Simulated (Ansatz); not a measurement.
# BNH6 (B(NH3)H3): levels of theory compared

We compute a comparison of 6 runs (r2SCAN0/STO-3G, revPBE/STO-3G, wB97M-V/STO-3G, RPA@PBE/STO-3G, UMP2/STO-3G, CCSD(T)/STO-3G) of BNH6 (B(NH3)H3). 

The results are computed with Ansatz 0.2.0.

57 further runs of the same task are left out: 57 set aside as unsound or not needed.

## 1. Starting point

The species is BNH6 (8 atoms), meant as a singlet with charge 0. As SMILES, `[H]B([H])([H])<-N`. The H7–B1 distance was set to 2.381 Å, away from the relaxed value. At this shape a bond of the SMILES string is far longer than usual.

Bond lengths: B1–N2 1.659 Å, N2–H3 1.013 Å, N2–H4 1.013 Å, N2–H5 1.013 Å, B1–H6 1.191 Å, B1–H8 1.190 Å. Angles: B1–N2–H3 108.6°, B1–N2–H4 108.6°, B1–N2–H5 108.6°, N2–B1–H6 105.5°, N2–B1–H8 105.6°, H3–N2–H4 110.3°, H3–N2–H5 110.4°, H4–N2–H5 110.3°, H6–B1–H8 113.1°.

## 2. A single-point energy at r2SCAN0/STO-3G (run 1)

File run.yaml:

```yaml
crystal:
  periodic: [false, false, false]
  atoms:
    - {symbol: B, position_ang: [0.540614, -1.009228, -0.516517]}
    - {symbol: "N", position_ang: [0.544944, -1.015238, 1.142133]}
    - {symbol: H, position_ang: [-0.413246, -0.977758, 1.467683]}
    - {symbol: H, position_ang: [1.058644, -0.205038, 1.466893]}
    - {symbol: H, position_ang: [0.992404, -1.866348, 1.460313]}
    - {symbol: H, position_ang: [1.686164, -1.044288, -0.838667]}
    - {symbol: H, position_ang: [-0.545010, 1.015160, -1.144860]}
    - {symbol: H, position_ang: [-0.064806, -1.982648, -0.837757]}
basis:
  gaussian:
    orbitals: STO-3G
hamiltonian:
  xc: {name: r2SCAN0}
accuracy: high
```

Run with:

```console
ansatz run run.yaml --threads 1 --pin off --max-ram 2610MiB --events-out events.jsonl --progress --plain --runs-dir runs
```

The log of the run:

```text
Warning: RAYON_NUM_THREADS=1 ignored (pool sized by the plan → 1); use --threads N
Functional definition: r2SCAN0
  name "r2SCAN0"
  parameter a = 0.25
  parameter k0 = 0.174
  parameter k1 = 0.065
  parameter a1 = 4.9479
  exchange = (1 - a)*r2scan_x(k0 = k0, k1 = k1, a1 = a1) + a*exact_x
  correlation = r2scan_c
275 factors; integrals over basis functions are off by at most 1.2e-8 eV
mean field evaluation 1: about -2226.2744 eV, gradient 1.7e1 eV
mean field evaluation 2: about -2219.8768 eV, gradient 3.4e1 eV
mean field evaluation 4: about -2228.5225 eV, gradient 1.0e0 eV
mean field evaluation 8: about -2228.4708 eV, gradient 1.2e-1 eV
mean field evaluation 16: about -2228.4709 eV, gradient 1.5e-7 eV
mean field -2228.47092880 eV, -81.8947961217 hartree, gradient 1.9e-8 eV, S^2 0.000000; 0 other end points of the search recorded, 0 dependent functions left out
reference -2228.47092918 eV, -81.8947961354 hartree; 9, 9 occupied and 7, 7 virtual orbitals, 275 factors
Total energy: -2228.47092918 eV, -81.8947961354 hartree
```

Run time: 2.4 s. Hardware: 1 thread of Arm Neoverse V1, shared host; peak memory 0.14 GiB.

## 3. A single-point energy at revPBE/STO-3G (run 2)

File in.yaml:

```yaml
crystal:
  periodic: [false, false, false]
  atoms:
    - {symbol: B, position_ang: [0.540614, -1.009228, -0.516517]}
    - {symbol: "N", position_ang: [0.544944, -1.015238, 1.142133]}
    - {symbol: H, position_ang: [-0.413246, -0.977758, 1.467683]}
    - {symbol: H, position_ang: [1.058644, -0.205038, 1.466893]}
    - {symbol: H, position_ang: [0.992404, -1.866348, 1.460313]}
    - {symbol: H, position_ang: [1.686164, -1.044288, -0.838667]}
    - {symbol: H, position_ang: [-0.545010, 1.015160, -1.144860]}
    - {symbol: H, position_ang: [-0.064806, -1.982648, -0.837757]}
basis:
  gaussian: {orbitals: STO-3G}
hamiltonian: {xc: {name: revPBE}}
accuracy: high
```

Run with:

```console
ansatz run in.yaml --threads 1 --pin off --max-ram 2610MiB --events-out events.jsonl --progress --plain --runs-dir runs
```

The log of the run:

```text
Warning: RAYON_NUM_THREADS=1 ignored (pool sized by the plan → 1); use --threads N
Functional definition: revPBE
  name "revPBE"
  parameter kappa = 1.245
  parameter beta = 0.06672455060314922
  exchange = pbe_x(kappa = kappa, mu = beta*pi^2/3)
  correlation = pbe_c(beta = beta)
275 factors; integrals over basis functions are off by at most 1.2e-8 eV
mean field evaluation 1: about -2227.7432 eV, gradient 1.8e1 eV
mean field evaluation 2: about -2215.3031 eV, gradient 3.6e1 eV
mean field evaluation 4: about -2229.4194 eV, gradient 1.1e1 eV
mean field evaluation 8: about -2229.3345 eV, gradient 1.1e1 eV
mean field evaluation 16: about -2229.9738 eV, gradient 9.2e-9 eV
mean field -2229.97375623 eV, -81.9500240109 hartree, gradient 9.3e-9 eV, S^2 0.000000; 0 other end points of the search recorded, 0 dependent functions left out
reference -2229.97375891 eV, -81.9500241093 hartree; 9, 9 occupied and 7, 7 virtual orbitals, 275 factors
Total energy: -2229.97375891 eV, -81.9500241093 hartree
```

Wall time 1.3 s (1 thread of Arm Neoverse V1, shared host); peak memory 0.095 GiB.

Runs 3 to 5 aren't shown in full; the table further down has their settings and results.

## 4. A single-point energy at CCSD(T)/STO-3G (run 6)

Changes to in.yaml since step 3:

```diff
@@ -4,3 +4,3 @@
     - {symbol: B, position_ang: [0.540614, -1.009228, -0.516517]}
-    - {symbol: "N", position_ang: [0.544944, -1.015238, 1.142133]}
+    - {symbol: N, position_ang: [0.544944, -1.015238, 1.142133]}
     - {symbol: H, position_ang: [-0.413246, -0.977758, 1.467683]}
@@ -13,3 +13,5 @@
   gaussian: {orbitals: STO-3G}
-hamiltonian: {xc: {name: revPBE}}
+magnetization: {spin_polarized: false}
+correlation: {method: ccsd_t, frozen_orbitals: {B: 1, H: 0, "N": 1}}
 accuracy: high
+scf: {omitted_lower_state_checks: [cluster_reference, increment]}
```

Run with:

```console
ansatz run in.yaml --threads 1 --pin off --max-ram 2610MiB --events-out events.jsonl --progress --plain --runs-dir runs
```

The log of the run, cut to the lines that bear on the results:

```text
Warning: RAYON_NUM_THREADS=1 ignored (pool sized by the plan → 1); use --threads N
Functional definition: HF
  name "HF"
[...]
275 factors; integrals over basis functions are off by at most 1.2e-8 eV
[...]
mean field -2213.26627531 eV, -81.3360354119 hartree, gradient 2.8e-8 eV, S^2 0.000000; 0 other end points of the search recorded, 0 dependent functions left out; unrestricted orbitals would lower it
2 core orbitals not correlated: weight in the atoms' cores, before any rotation towards them, 1.000 or more for the frozen orbitals, at most 0.000 for the correlated occupied ones
reference -2213.26627531 eV, -81.3360354119 hartree; 7, 7 occupied and 7, 7 virtual orbitals, 275 factors
second order -3.84810722 eV of doubles, -0.00000000 eV of singles
cycle   1  -4.36242518 eV  change    -1.2e0 eV  update   1.3e-1
[...]
cycle  22  -5.68673396 eV  change   2.9e-10 eV  update  1.2e-10
perturbative correction -0.08163784 eV, -0.0030001353 hartree
WARN: these amplitudes may be one of several solutions (largest doubles amplitude 0.46, level shift 4.45 eV)
Total energy: -2219.03464711 eV, -81.5480191656 hartree
Checks for a lower state left out: cluster_reference, increment
```

It took 0.14 s on 1 thread of Arm Neoverse V1, shared host.

## 5. The series

```csv
run,level,frozen core orbitals,energy (Eh),wall time
1,r2SCAN0/STO-3G,–,-81.894796,2.4 s
2,revPBE/STO-3G,–,-81.950024,1.3 s
3,wB97M-V/STO-3G,–,-81.914876,18 s
4,RPA@PBE/STO-3G,2,-81.613229,2.1 s
5,UMP2/STO-3G,2,-81.494740,0.14 s
6,CCSD(T)/STO-3G,2,-81.548019,0.14 s
```

## 6. Results

```
                                          quantity         value
                               run 6: total energy  -81.54802 Eh
run 6: correlation energy (2 core orbitals frozen)    -212.0 mEh
                             run 6: (T) correction     -3.00 mEh
                              run 6: T1 diagnostic         0.036
```

In words: Totals of different functionals can't be ranked against each other. In run 6 the T1 diagnostic is large, so a single reference may not serve. In runs 4, 6 the log says that unrestricted orbitals would lower the reference, so the values rest on an unstable closed-shell determinant (other closed-shell runs at this shape may share the fault). In runs 1, 2, 3, 4, 5, 6 the basis is minimal, so the values are rough. Spin contamination of the reference: run 5 ⟨S²⟩ = 0.84. Where it is this large, the reference is a mixture of spin states, and values that rest on it are in doubt. All runs together took 24 s, the longest 18 s.
